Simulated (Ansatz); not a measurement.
**BH3Cl− (SMILES [BH3-]Cl): methods side by side**

The species is BH3Cl− (5 atoms), meant as a singlet with charge -1. SMILES: `[BH3-]Cl`. Geometry: relaxed at GFN2-xTB.

```xyz
5

B     0.0824   -0.0479    0.1359
Cl   -0.8459    0.4965   -1.3970
H     1.2231   -0.2546   -0.2031
H    -0.4601   -1.0514    0.5327
H     0.0005    0.8574    0.9314
```

Each level gives the energy change with the B1–H5 bond stretched from 1.208 to 3.020 Å (eV). The values are calculated.

```json
{"level": "revPBE/STO-3G (restricted)", "kind": "GGA", "program": "Ansatz", "value (eV)": "5.97", "less FCI/STO-3G": "+0.24"}
{"level": "r2SCAN/STO-3G (restricted)", "kind": "meta-GGA", "program": "Ansatz", "value (eV)": "6.49", "less FCI/STO-3G": "+0.76"}
{"level": "B3LYP/STO-3G (restricted)", "kind": "global hybrid", "program": "Ansatz", "value (eV)": "6.59", "less FCI/STO-3G": "+0.86"}
{"level": "r2SCAN0/STO-3G (restricted)", "kind": "hybrid meta-GGA", "program": "Ansatz", "value (eV)": "7.15", "less FCI/STO-3G": "+1.42"}
{"level": "RPA@PBE/STO-3G (restricted)", "kind": "RPA", "program": "Ansatz", "value (eV)": "5.78", "less FCI/STO-3G": "+0.05"}
{"level": "BCCD(T)/STO-3G (restricted)", "kind": "coupled cluster or CI", "program": "Ansatz", "value (eV)": "5.71", "less FCI/STO-3G": "-0.02"}
{"level": "CCSDTQ/STO-3G (restricted)", "kind": "coupled cluster or CI", "program": "Ansatz", "value (eV)": "5.73", "less FCI/STO-3G": "0.00"}
{"level": "FCI/STO-3G", "kind": "exact in the basis", "program": "Ansatz", "value (eV)": "5.73", "less FCI/STO-3G": "0.00"}
```

FCI/STO-3G is exact within its basis and frozen core, so for wave-function methods in that basis the difference is their error; functionals converge differently with the basis, so for them it is only a difference. Sets without diffuse functions describe the anion poorly. The first shape isn't each level's own minimum. The values span 5.71 to 7.15 eV. All rows use very small basis sets, so even the best lies far from the true value.
